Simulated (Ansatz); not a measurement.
# Energy profile

The step: SiH₃F ([F][SiH3]) + NH₃ → SiNH₅ ([NH2][SiH3]) + HF; bonds formed: Si1–N7, F2–H6; bonds broken: Si1–F2, H6–N7 (atoms numbered as in the saddle structure below).

```json
{"atom": "Si1", "x (Å)": "-0.5883", "y (Å)": "-0.0365", "z (Å)": "-0.6270"}
{"atom": "F2", "x (Å)": "1.4022", "y (Å)": "0.7152", "z (Å)": "-0.8880"}
{"atom": "H3", "x (Å)": "-0.1408", "y (Å)": "-1.0279", "z (Å)": "-1.6238"}
{"atom": "H4", "x (Å)": "-1.8907", "y (Å)": "-0.6133", "z (Å)": "-0.1343"}
{"atom": "H5", "x (Å)": "-0.9544", "y (Å)": "1.3435", "z (Å)": "-0.9986"}
{"atom": "H6", "x (Å)": "1.2300", "y (Å)": "0.3417", "z (Å)": "0.3047"}
{"atom": "N7", "x (Å)": "0.3782", "y (Å)": "-0.1222", "z (Å)": "0.9557"}
{"atom": "H8", "x (Å)": "0.5418", "y (Å)": "-1.0580", "z (Å)": "1.3059"}
{"atom": "H9", "x (Å)": "0.0218", "y (Å)": "0.4575", "z (Å)": "1.7055"}
```

Electronic energies by CCSD(T) at an estimated basis limit (MP2 extrapolated from triple and quadruple zeta, plus CCSD(T) − MP2 in triple zeta), on PBE0-D4/def2-TZVP structures; SiNH$_{6}$F, singlet; no counterpoise correction. Program: Ansatz 0.2.0. Basis: def2-TZVPP and def2-QZVPP. Cores are frozen in the correlated methods. Extrapolation: Hartree–Fock as exp(−7.88 √X), correlation as X^−2.97.

Give the profile in kJ/mol, counted from the separated reactants. (To be estimated.)

By the calculation:
| point | kJ/mol |
| --- | --- |
| separated: SiH$_{3}$F (linked as [F][SiH3]; Si1, F2, H3, H4, H5; singlet) + NH$_{3}$ (H6, N7, H8, H9; singlet) | 0.0 |
| start structure | -12.8 |
| saddle | 119.4 |
| end structure | 43.9 |
| separated: SiNH$_{5}$ (linked as [NH2][SiH3]; Si1, H3, H4, H5, N7, H8, H9; singlet) + HF (F2, H6; singlet) | 84.9 |

No T1 diagnostic of these runs exceeds 0.012.

The step is the kind of exchange with an N–H group that builds nitride films in atomic layer and chemical vapour deposition.

For scale, one of the runs: CCSD(T)/def2-TZVPP, 188 basis functions, launched by `ansatz run in.yaml --threads 2 --pin off --events-out ev --progress --plain --max-ram 4352MiB`. Hardware: 2 CPU threads of an Arm Neoverse V1, shared host. Wall time 45 s; peak host memory 2 GiB.
